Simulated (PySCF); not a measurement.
Species: fluoroacetylene, C2HF.
Structure used (GFN2-xTB), in Å, numbered top down from 1:
```xyz
4
C2HF angstrom
C     -0.6237    0.0246   -0.0312
C      0.5159   -0.0184   -0.3796
F      1.7425   -0.0665   -0.7541
H     -1.6245    0.0652    0.2705
```

Method: TDDFT CAM-B3LYP/def2-SVPD, vertical, gas phase, core orbitals frozen in the response (PySCF 2.14.0, density-fitted response routines).

Computed singlets with f of 0.002 or more:

```csv
state,ν̃ (cm⁻¹),f
S1,58330,0.0023
S2,58450,0.046
S3,58460,0.044
S6,71750,0.011
S7,71750,0.011
```

Problem. Give A, τ, |μ| and ∫σ dE for each state.

Solution. A / s⁻¹ = 0.6670 f (ν̃ / cm⁻¹)² and τ = 1/A in vacuum; |μ| follows from f = (2/3) ΔE |μ|² (atomic units, 1 au = 2.5417 D); ∫σ dE = 109.76 f Mb·eV.

```
state  A (s⁻¹)       τ  |μ| (D)  ∫σ dE (Mb·eV)
   S1  5.3×10⁶  190 ns     0.29           0.26
   S2  1.0×10⁸  9.6 ns     1.29              5
   S3  9.9×10⁷   10 ns     1.26            4.8
   S6  3.8×10⁷   26 ns     0.57            1.2
   S7  3.8×10⁷   26 ns     0.57            1.2
```

Leading configurations: S1 H-1/H→L+3 (≥44%); S2 H-1/H→L (≥95%); S3 H-1/H→L (≥90%); S6 H-1/H→L+1 (≥94%); S7 H-1/H→L+1 (≥94%) (H = HOMO, L = LUMO).

States that coincide in energy are taken one by one. The rates are for emission to S0 at the absorption energy, with no other channel.

Problem. What is the integrated cross-section of all computed states together?

Solution. Σf = 0.114 over S1 to S7, so 109.76 × Σf ≈ 12.5 Mb·eV.

Problem. How much energy does a mole of photons resonant with S2 carry?

Solution. 7.247 eV × 96.485 = 699 kJ/mol (167 kcal/mol).

Problem. Suppose S1 emitted 0.3 eV lower with the same transition dipole. How would A change?

Solution. At fixed |μ|, A goes as the cube of the energy: (6.93/7.23)³ = 0.88, which makes τ about 210 ns.
